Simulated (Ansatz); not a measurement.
This Ansatz (a first-principles code) input (MP2/aug-cc-pV(Q+d)Z) gives -958.69972 Eh with 350 basis functions. A basis named .json is the Basis Set Exchange file of that set (core-valence sets with the plain set on hydrogen).

Ansatz 0.2 input:
```yaml
crystal:
  periodic: [false, false, false]
  atoms:
    - {symbol: C, position_ang: [0.00394345, 0.00524516, 0.76725426]}
    - {symbol: Cl, position_ang: [-0.01752138, 1.48253369, -0.22626440]}
    - {symbol: Cl, position_ang: [0.01529894, -1.48548974, -0.20614288]}
    - {symbol: H, position_ang: [-0.89039947, -0.00050138, 1.37837936]}
    - {symbol: H, position_ang: [0.90452024, 0.01928333, 1.36901878]}
basis:
  gaussian:
    orbitals: aug-cc-pV_Q+d_Z.json
magnetization: {spin_polarized: false}
correlation: {method: mp2, electrons: outside_noble_gas}
```

Change:
```diff
- orbitals: aug-cc-pV_Q+d_Z.json
+ orbitals: cc-pV_5+d_Z.json
```

**Question.** What does the run give now?

**Answer.** -958.71579 Eh (MP2/cc-pV(5+d)Z, 401 functions), a change of -16.07 mEh.
